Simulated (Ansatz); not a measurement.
Basis-set series for C₃H₄FN, SMILES `N=C1CC1F`. The species carries charge 0 and has multiplicity 1. All single points use the PBE0-D4/def2-TZVP geometry. It is one conformer, not always the lowest.

Z-matrix (Å, degrees):
```
C
C 1 1.462
C 1 1.526 2 58.6
H 1 1.086 2 121.7 3 -105.3
H 1 1.087 2 115.6 3 106.9
N 2 1.252 1 144.7 3 -173.9
F 3 1.361 1 118.9 2 109.1
H 3 1.086 1 117.8 2 -110.1
H 6 1.022 2 110.4 1 172.6
```

```tsv
functional	basis	functions	energy (Eh)	HOMO (eV)	LUMO (eV)
PBE0-D4	def2-SVP	90	-270.74080	-7.18	-0.82
PBE0-D4	def2-QZVPP	405	-271.06779	-7.40	-1.11
ωB97M-V	def2-SVP	90	-270.93063	-9.48	1.48
ωB97M-V	def2-QZVPP	405	-271.26738	-9.72	1.04
```

**Question.** Give the rows for def2-TZVPP. (Estimate.)

**Answer.** Ansatz gave: 
```csv
functional,basis,functions,energy (Eh),HOMO (eV),LUMO (eV)
PBE0-D4,def2-TZVPP,211,-271.05328,-7.35,-1.03
ωB97M-V,def2-TZVPP,211,-271.25372,-9.67,1.20
```

Positive LUMOs are unbound and depend on the basis.
